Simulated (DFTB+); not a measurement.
DFTB+ input (SCC-DFTB): The folder sk holds the Slater-Koster set scc that CP2K ships.

```
Geometry = xyzFormat {
9

C      0.00214948     0.86797098     0.00149051
C      0.75058129    -0.43583539    -0.00746307
C     -0.75273077    -0.43213559     0.00597256
H      0.01171755     1.45362880     0.91078734
H     -0.00451006     1.45678848    -0.90578946
H      1.25028356    -0.72912596    -0.92080071
H      1.26651116    -0.73228564     0.89577609
H     -1.25388730    -0.72608269     0.91830178
H     -1.27011491    -0.72292301    -0.89827503
}
Hamiltonian = DFTB {
  SCC = Yes
  SCCTolerance = 1e-8
  MaxSCCIterations = 300
  Charge = 0
  SlaterKosterFiles = Type2FileNames {
    Prefix = "sk/"
    Separator = ""
    Suffix = ".spl"
    LowerCaseTypeName = Yes
  }
  MaxAngularMomentum {
    C = "p"
    H = "s"
  }
  Filling = Fermi { Temperature [K] = 0 }
}
ParserOptions { ParserVersion = 14 }
```

From the last part of the output:

```
Atom populations (up)
 Atom       Population
    1       4.13525827
    2       4.13525827
    3       4.13525826
    4       0.93237087
    5       0.93237086
    6       0.93237087
    7       0.93237087
    8       0.93237087
    9       0.93237087

l-shell populations (up)
 Atom Sh.   l       Population
    1   1   0       1.21736806
    1   2   1       2.91789021
    2   1   0       1.21736806
    2   2   1       2.91789021
    3   1   0       1.21736806
    3   2   1       2.91789020
    4   1   0       0.93237087
    5   1   0       0.93237086
    6   1   0       0.93237087
    7   1   0       0.93237087
    8   1   0       0.93237087
    9   1   0       0.93237087

Orbital populations (up)
 Atom Sh.   l   m       Population  Label
    1   1   0   0       1.21736806  s
    1   2   1  -1       0.83448702  p_y
    1   2   1   0       0.95556216  p_z
    1   2   1   1       1.12784102  p_x
    2   1   0   0       1.21736806  s
    2   2   1  -1       1.05388720  p_y
    2   2   1   0       0.95554134  p_z
    2   2   1   1       0.90846167  p_x
    3   1   0   0       1.21736806  s
    3   2   1  -1       1.05513771  p_y
    3   2   1   0       0.95554914  p_z
    3   2   1   1       0.90720336  p_x
    4   1   0   0       0.93237087  s
    5   1   0   0       0.93237086  s
    6   1   0   0       0.93237087  s
    7   1   0   0       0.93237087  s
    8   1   0   0       0.93237087  s
    9   1   0   0       0.93237087  s

Fermi level:                        -0.0664020161 H           -1.8069 eV
Band energy:                        -7.1199690529 H         -193.7442 eV
TS:                                  0.0000000000 H            0.0000 eV
Band free energy (E-TS):            -7.1199690529 H         -193.7442 eV
Extrapolated E(0K):                 -7.1199690529 H         -193.7442 eV
Input / Output electrons (q):     18.0000000000     18.0000000000

Energy H0:                          -7.4962526931 H         -203.9834 eV
Energy SCC:                          0.0037249848 H            0.1014 eV
Total Electronic energy:            -7.4925277083 H         -203.8821 eV
Repulsive energy:                    0.1279845250 H            3.4826 eV
Total energy:                       -7.3645431833 H         -200.3994 eV
Extrapolated to 0:                  -7.3645431833 H         -200.3994 eV
Total Mermin free energy:           -7.3645431833 H         -200.3994 eV
Force related energy:               -7.3645431833 H         -200.3994 eV

Non-constrained calculation

SCC converged

Dipole moment:   -0.00000000    0.00000000   -0.00000000 au
Dipole moment:   -0.00000000    0.00000001   -0.00000000 Debye
```
